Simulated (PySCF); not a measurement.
# PBE/def2-TZVP run of C2H4 (ethylene)

Aim: the vertical singlet–triplet gap of C2H4 (ethylene) at PBE/def2-TZVP, from 2 runs. Input form: a Python script.

Program for the calculation: PySCF 2.14.0.

1 further run of the same task is left out (set aside as unsound or not needed).

## Step 1: The system as given

C2H4 has 6 atoms, charge 0, and is taken as a singlet. SMILES: `C=C`. The coordinates come from a PBE0-D4/def2-TZVP relaxation.

Bond lengths: C1–C2 1.323 Å, C1–H3 1.085 Å, C1–H4 1.085 Å, C2–H5 1.085 Å, C2–H6 1.085 Å. Angles: C1–C2–H5 121.7°, C1–C2–H6 121.7°, C2–C1–H3 121.7°, C2–C1–H4 121.7°, H5–C2–H6 116.7°, H3–C1–H4 116.7°.

## Step 2: A single-point energy at PBE/def2-TZVP

input.xyz

```xyz
6
C2H4
C     -0.087440    -0.639940    -0.142820
C      0.087490     0.639940     0.142810
H      0.031980    -1.412740     0.608940
H     -0.357440    -0.969100    -1.140500
H     -0.032090     1.412740    -0.608910
H      0.357510     0.969090     1.140480
```

input.py

```python
# C=C
from pyscf import gto, dft

mol = gto.M(
    atom='input.xyz',
    max_memory=1860,
    basis='def2-tzvp',
    verbose=3,
    charge=0,
)

mf = dft.RKS(mol, xc='pbe')
mf.conv_tol = 1e-10
mf.grids.level = 5
mf.kernel()
if not mf.converged:
    mf = mf.newton().run(mf.mo_coeff, mf.mo_occ)

etot = mf.e_tot
print(f'total energy: {etot:.8f} hartree')
```

The run is started by

```console
$ OMP_NUM_THREADS=1 python input.py
```

The program printed:

```text
converged SCF energy = -78.5001369862445
total energy: -78.50013699 hartree
```

It took 7.5 s on 1 thread of Arm Neoverse V2, shared host; peak memory 0.41 GiB.

## Step 3: The triplet, same level

input.py

```python
from pyscf import gto, dft

system = gto.Mole()
system.atom = '''
C       -0.087440      -0.639940      -0.142820
C        0.087490       0.639940       0.142810
H        0.031980      -1.412740       0.608940
H       -0.357440      -0.969100      -1.140500
H       -0.032090       1.412740      -0.608910
H        0.357510       0.969090       1.140480
'''
system.verbose = 4
system.max_memory = 1860
system.spin = 2
system.basis = 'def2-tzvp'
system.charge = 0
system.build()

mf = dft.UKS(system, xc='pbe')
mf.grids.level = 5
mf.conv_tol = 1e-10
mf.kernel()
if not mf.converged:
    mf = mf.newton().run(mf.mo_coeff, mf.mo_occ)

e_final = mf.e_tot
print('E(%s) = %.9f' % ('PBE', e_final))
```

The run is started by

```console
$ OMP_NUM_THREADS=1 python input.py
```

The program printed:

```text
PySCF version 2.14.0

[... 58 lines left out ...]
[... the frontier-level lines of each cycle are left out ...]
[... 5 lines left out ...]
[... 5 lines left out ...]
[... 5 lines left out ...]
[... 5 lines left out ...]
[... 5 lines left out ...]
[... 5 lines left out ...]

cycle= 7 E= -78.3317873366442  delta_E= -1.98e-08  |g|= 1.64e-05  |ddm|= 0.000232


cycle= 8 E= -78.3317873369028  delta_E= -2.59e-10  |g|= 1.85e-06  |ddm|= 2.77e-05


cycle= 9 E= -78.3317873369046  delta_E= -1.75e-12  |g|= 1.2e-06  |ddm|= 3.12e-06


Extra cycle  E= -78.3317873369036  delta_E= 9.66e-13  |g|= 1.43e-06  |ddm|= 1.77e-06
converged SCF energy = -78.3317873369036  <S^2> = 2.0065637  2S+1 = 3.0043726
E(PBE) = -78.331787337
```

It took 13 s on 1 thread of Arm Neoverse V2, shared host; peak memory 0.42 GiB.

## Step 4: What came out

At PBE/def2-TZVP:

```
                                        quantity         value
                           singlet: total energy  -78.50014 Eh
                          singlet: dipole moment        0.00 D
                            singlet: HOMO energy      -6.76 eV
                            singlet: LUMO energy      -0.93 eV
                          singlet: HOMO–LUMO gap       5.83 eV
                           triplet: total energy  -78.33179 Eh
                          triplet: dipole moment        0.00 D
     triplet: HOMO energy (highest over α and β)      -2.28 eV
                                   triplet: ⟨S²⟩         2.007
vertical energy of the triplet above the singlet      4.581 eV
```

**Reading.** At this shape the triplet lies 4.58 eV (442 kJ/mol) above the singlet. Mulliken charges (singlet) run from -0.23 on C1 to +0.12 on H3; they depend strongly on the basis.
